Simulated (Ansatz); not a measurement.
## Nudged elastic band run: C3H5FO2

The input (input.yaml):

```yaml
crystal:
  periodic: [false, false, false]
  atoms:
    - { symbol: C, position_ang: [-1.550471, 0.748124, 0.424912] }
    - { symbol: O, position_ang: [-0.866349, -0.443274, -0.064357] }
    - { symbol: C, position_ang: [0.530506, -0.299865, 0.179603] }
    - { symbol: F, position_ang: [0.843784, -0.209762, 1.514405] }
    - { symbol: C, position_ang: [1.491441, -0.8947, -0.806361] }
    - { symbol: O, position_ang: [1.295787, 0.559936, -0.702151] }
    - { symbol: H, position_ang: [-2.621643, 0.58503, 0.256332] }
    - { symbol: H, position_ang: [-1.37658, 0.905104, 1.499946] }
    - { symbol: H, position_ang: [-1.234064, 1.649719, -0.121454] }
    - { symbol: H, position_ang: [1.099659, -1.376791, -1.708085] }
    - { symbol: H, position_ang: [2.453429, -1.280523, -0.45239] }
basis:
  gaussian: { orbitals: STO-3G }
hamiltonian:
  xc: { name: BHLYP }
  dispersion: d4
neb:
  order_check: false
  images: 5
  f_tol: 0.03
  max_iterations: 60
  final_atoms:
    - { symbol: C, position_ang: [-1.41294135, 0.62869273, 0.08244391] }
    - { symbol: O, position_ang: [-0.77398857, -0.29625432, 1.0023129] }
    - { symbol: C, position_ang: [0.60717821, -0.46903655, 0.67625092] }
    - { symbol: F, position_ang: [1.16755421, -1.21318794, 1.67952642] }
    - { symbol: C, position_ang: [1.20511009, -0.50463547, -0.70858339] }
    - { symbol: O, position_ang: [1.38371946, 0.65016071, 0.19257668] }
    - { symbol: H, position_ang: [-2.36549888, 0.91533108, 0.54432852] }
    - { symbol: H, position_ang: [-0.80168103, 1.5283469, -0.07970546] }
    - { symbol: H, position_ang: [-1.62074882, 0.15860686, -0.89101126] }
    - { symbol: H, position_ang: [0.58154945, -0.33871863, -1.59137755] }
    - { symbol: H, position_ang: [2.09524624, -1.11630735, -0.88636167] }
  initial_path:
    images:
      - { positions_ang: [[-1.550471, 0.748124, 0.424912], [-0.866349, -0.443274, -0.064357], [0.530506, -0.299865, 0.179603], [0.843784, -0.209762, 1.514405], [1.491441, -0.8947, -0.806361], [1.295787, 0.559936, -0.702151], [-2.621643, 0.58503, 0.256332], [-1.37658, 0.905104, 1.499946], [-1.234064, 1.649719, -0.121454], [1.099659, -1.376791, -1.708085], [2.453429, -1.280523, -0.45239]] }
      - { positions_ang: [[-1.51299057, 0.71971837, 0.36805503], [-0.86613318, -0.4821882, 0.10786694], [0.5304291, -0.34694006, 0.28626978], [0.98587985, -0.41973953, 1.56153115], [1.42968615, -0.81271741, -0.80230895], [1.24716462, 0.59668778, -0.53122944], [-2.59411968, 0.57067799, 0.22715248], [-1.32806628, 1.06736002, 1.34094296], [-1.20204873, 1.48695162, -0.31665415], [0.98059085, -1.21133634, -1.68642766], [2.39510686, -1.22547623, -0.53479814]] }
      - { positions_ang: [[-1.47551014, 0.69131274, 0.31119806], [-0.86591737, -0.5211024, 0.28009088], [0.5303522, -0.39401512, 0.39293655], [1.1279757, -0.62971706, 1.6086573], [1.36793129, -0.73073481, -0.79825689], [1.19854225, 0.63343955, -0.36030789], [-2.56659637, 0.55632598, 0.19797297], [-1.27955255, 1.22961603, 1.18193992], [-1.17003346, 1.32418423, -0.5118543], [0.86152271, -1.04588168, -1.66477032], [2.33678473, -1.17042946, -0.61720627]] }
      - { positions_ang: [[-1.43802971, 0.6629071, 0.25434109], [-0.86570155, -0.56001659, 0.45231482], [0.53027531, -0.44109018, 0.49960333], [1.27007155, -0.83969458, 1.65578345], [1.30617644, -0.64875222, -0.79420484], [1.14991987, 0.67019133, -0.18938633], [-2.53907305, 0.54197396, 0.16879345], [-1.23103883, 1.39187205, 1.02293689], [-1.13801819, 1.16141685, -0.70705445], [0.74245456, -0.88042702, -1.64311299], [2.27846259, -1.11538269, -0.69961441]] }
      - { positions_ang: [[-1.42966693, 0.65150231, 0.19704203], [-0.83513056, -0.47209584, 0.63564751], [0.55590961, -0.45040564, 0.55848586], [1.2358991, -0.96419237, 1.66369777], [1.27248766, -0.6007133, -0.76566436], [1.22785307, 0.66351445, -0.06206533], [-2.48121499, 0.66642634, 0.29397181], [-1.08791956, 1.43736366, 0.65538944], [-1.2989284, 0.82714685, -0.76837339], [0.68881952, -0.69985756, -1.62586784], [2.21739047, -1.11569091, -0.7618635]] }
      - { positions_ang: [[-1.42130414, 0.64009752, 0.13974297], [-0.80455957, -0.38417508, 0.8189802], [0.58154391, -0.4597211, 0.61736839], [1.20172665, -1.08869016, 1.6716121], [1.23879887, -0.55267439, -0.73712388], [1.30578627, 0.65683758, 0.06525568], [-2.42335694, 0.79087871, 0.41915016], [-0.94480029, 1.48285528, 0.28784199], [-1.45983861, 0.49287685, -0.82969232], [0.63518449, -0.51928809, -1.6086227], [2.15631836, -1.11599913, -0.82411258]] }
      - { positions_ang: [[-1.41294135, 0.62869273, 0.08244391], [-0.77398857, -0.29625432, 1.0023129], [0.60717821, -0.46903655, 0.67625092], [1.16755421, -1.21318794, 1.67952642], [1.20511009, -0.50463547, -0.70858339], [1.38371946, 0.65016071, 0.19257668], [-2.36549888, 0.91533108, 0.54432852], [-0.80168103, 1.5283469, -0.07970546], [-1.62074882, 0.15860686, -0.89101126], [0.58154945, -0.33871863, -1.59137755], [2.09524624, -1.11630735, -0.88636167]] }
```

Run as:

```bash
$ ansatz run input.yaml --threads 1 --pin off --max-ram 2048MiB --backend cpu --events-out ev --progress --plain --runs-dir out
```

Output, in part (warnings, iteration lines, the closing report on the highest movable image, with atoms numbered from 0):

```
NEB end point (image 0): max|allowed force component| = 7.063e-3 eV/Å (the criterion of neb.relax_end_points is 1.000e-2)
NEB end point (image 6): max|allowed force component| = 1.186e-2 eV/Å (the criterion of neb.relax_end_points is 1.000e-2)
NEB iter   1: max|band force component| = 6.714e0 eV/Å  barrier→ = 1.4848 eV  barrier← = 1.4070 eV  Δτ_max = 0.1411 Å  (158 SCF iters)
NEB iter   2: max|band force component| = 1.446e0 eV/Å  barrier→ = 0.1842 eV  barrier← = 0.1063 eV  Δτ_max = 0.0764 Å  (132 SCF iters)
NEB iter   3: max|band force component| = 5.157e-1 eV/Å  barrier→ = 0.1133 eV  barrier← = 0.0354 eV  Δτ_max = 0.0228 Å  (132 SCF iters)
NEB iter   4: max|band force component| = 8.934e-2 eV/Å  barrier→ = 0.1058 eV  barrier← = 0.0279 eV  CI = image 3  Δτ_max = 0.0646 Å  (138 SCF iters)
NEB iter   5: max|band force component| = 1.227e-1 eV/Å  barrier→ = 0.1071 eV  barrier← = 0.0293 eV  CI = image 3  Δτ_max = 0.0207 Å  (132 SCF iters)
NEB iter   6: max|band force component| = 4.838e-2 eV/Å  barrier→ = 0.1070 eV  barrier← = 0.0291 eV  CI = image 3  Δτ_max = 0.0164 Å  (138 SCF iters)
NEB iter   7: max|band force component| = 1.512e-2 eV/Å  barrier→ = 0.1069 eV  barrier← = 0.0290 eV  CI = image 3  Δτ_max = 0.0000 Å  (247 SCF iters)
Total energy: -9863.40274026 eV, -362.4733650502 hartree
Atom 0 at    -1.465320     0.700784     0.223407 Å, force    -0.003397    -0.001832    -0.007990 eV/Å
Atom 1 at    -0.859724    -0.572770     0.579015 Å, force     0.000254     0.001148     0.002058 eV/Å
Atom 2 at     0.569115    -0.487058     0.510129 Å, force     0.000497    -0.003072     0.000530 eV/Å
Atom 3 at     1.118917    -0.925414     1.687343 Å, force    -0.000913     0.001996    -0.001091 eV/Å
Atom 4 at     1.331052    -0.644507    -0.782393 Å, force     0.000262    -0.000960     0.004687 eV/Å
Atom 5 at     1.194823     0.657075    -0.107464 Å, force     0.000617     0.000373    -0.002794 eV/Å
Atom 6 at    -2.549047     0.553689     0.310151 Å, force     0.001650    -0.000569    -0.000731 eV/Å
Atom 7 at    -1.158632     1.511019     0.901537 Å, force    -0.000483     0.002193     0.004281 eV/Å
Atom 8 at    -1.227082     1.001051    -0.808020 Å, force     0.001813     0.000276     0.004964 eV/Å
Atom 9 at     0.779951    -0.761988    -1.720866 Å, force    -0.001071     0.000453    -0.002626 eV/Å
Atom 10 at     2.331448    -1.088883    -0.772439 Å, force     0.000771    -0.000004    -0.001289 eV/Å
Dipole moment:    -0.071676     0.050462    -0.231411 e Å
```

The forces met the threshold. A vibrational analysis at the climbing image gives one clearly imaginary mode, 78i cm⁻¹: a first-order saddle point. Limits of this set-up: minimal basis.

Final band (atoms are numbered from 1 in the order of the input):

| image | path coordinate (Å) | energy (eV) | dihedral C1–O2–C3–O6 (°) |
| --- | --- | --- | --- |
| 0 | 0.00 | 0.000 | -77 |
| 1 | 0.68 | 0.027 | -57 |
| 2 | 1.36 | 0.081 | -35 |
| 3 | 2.04 | 0.107 | -12 |
| 4 | 2.62 | 0.098 | 8 |
| 5 | 3.21 | 0.086 | 24 |
| 6 | 3.79 | 0.078 | 37 |

The run took 3.3 min on 1 thread of Intel(R) Xeon(R) Processor @ 2.50GHz (Skylake/Cascade Lake) (shared host), peak memory 0.12 GiB.
